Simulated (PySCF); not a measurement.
**Working out the ionisation energy of P**

P [Ne] 3s2 3p3 (4S) → P⁺ [Ne] 3s2 3p2 (3P). Computed with PySCF 2.14 in aug-cc-pV(Q+d)Z with one added diffuse shell each of s, p, d, f, g type (8s7p6d4f3g, 114 functions), with no relativity, point nucleus. Frozen: [Ne]. Energies in hartree (1 hartree = 27.21139 eV):

```
             part    P (lower)   P⁺ (upper)
              UHF  -340.718744  -340.354699
MP2 opposite-spin    -0.065760    -0.055885
    MP2 same-spin    -0.023877    -0.010985
```

**Question.** What does Hartree-Fock give?

**Answer.** (-340.354699) − (-340.718744) = 0.364045 hartree = 9.906 eV.

**Question.** What do MP2 and SCS-MP2 (6/5 opposite-spin, 1/3 same-spin) give?

**Answer.** The opposite-spin parts differ by 0.269 eV and the same-spin parts by 0.351 eV. MP2: 9.906 + (0.269) + (0.351) = 10.526 eV. SCS-MP2: 9.906 + 1.2 × (0.269) + (0.351)/3 = 10.346 eV.

Measured between the centres of the two terms (NIST): 10.526 eV, so MP2 (valence) is off by 0.000 eV.

What remains against the reference includes basis incompleteness, the frozen core and correlation beyond second order.
